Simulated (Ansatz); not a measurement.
# Mixing energy, order and entropy in Nb$_{4}$W

Theory: DFT r2SCAN, scalar-relativistic, plane waves, PAW (Ansatz 0.2.0).

Cutoff 500 eV; k points 5×5×5 on the computed 20-atom cell (Γ-centred); Gaussian smearing, width 0.10 eV; no spin polarisation.

Cells of 20 atoms on a bcc lattice, 4 W, 16 Nb, each occupation relaxed without symmetry on a coarser mesh and computed once more. α is the first-shell Warren–Cowley parameter of unlike pairs (negative: unlike neighbours in excess, 0: random). ΔH counts from the elements in their standard crystals.

```
cell      α  ΔH (meV/atom) V (Å³/atom) rms shift from sites (Å)
   1  -0.02             -4        17.56                      0.04
   2  -0.25             -7        17.56                      0.03
   3   0.06             -3        17.52                      0.03
```

Task: Weigh the mixing energy against the ideal entropy.

Result: Ideal mixing gives S = −k_B Σ x ln x = 0.500 k_B per atom (4.2 J/(mol K)), worth 43 meV/atom at 1000 K. The cell nearest to random, 1, has ΔH = -4 meV/atom. That is near zero, so entropy favours the solution over the elements, unless compounds lie lower. ΔH includes the cost of putting the elements on this lattice where they prefer another, and what the coarser relaxation leaves, which can only raise it; vibrational entropy is left out.

Task: Does the alloy prefer like or unlike neighbours?

Result: Across α from -0.25 to 0.06 the energy spans 3 meV/atom, a slope of 12 meV/atom per unit of α. That is within the noise of mesh and relaxation (about 8 meV/atom), so these cells show no preference.

The final mesh leaves forces up to 0.16 eV/Å and stresses up to 1.0 GPa.

Spin–orbit coupling is left out, which can shift energies with elements as heavy as these.

Cost: 6 runs of about 29 core-minutes in all (earlier runs that led there not counted), on AMD EPYC 9R45 (Zen 5) (shared hosts).